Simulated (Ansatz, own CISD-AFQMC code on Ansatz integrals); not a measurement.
Constitutional and geometric isomers with formula C2H6O. Isolated molecules, 0 K electronic values unless said otherwise. One relaxed conformer stands for each flexible species; it need not be the lowest. Strings in code marks are SMILES.

Quantity: electronic energy of isomers of C2H6O relative to `CCO` (C–C–O–H torsion 58°), in kJ/mol. AFQMC values (own CISD-AFQMC code on Ansatz (an electronic-structure program) integrals) carry a statistical error of up to ±1.45 kJ/mol (one standard error) and the bias of the phaseless constraint.

Level 1: frozen-core phaseless AFQMC with a CISD trial state/cc-pVDZ // PBE0-D3(BJ)/def2-TZVP (own CISD-AFQMC code on Ansatz integrals)
Level 2: HSE06/cc-pVTZ // PBE0-D3(BJ)/def2-TZVP (Ansatz)
Level 3: LDA/cc-pVTZ // PBE0-D3(BJ)/def2-TZVP (Ansatz)
Level 4: PBE0/cc-pVTZ // PBE0-D3(BJ)/def2-TZVP (Ansatz)

| species | level 2 | level 3 | level 4 |
|---|---|---|---|
| `COC` | 48.1 | 47.1 | 48.1 |

**Question.** What does level 1 give for each?

**Answer.** 
- `COC`: 44.5
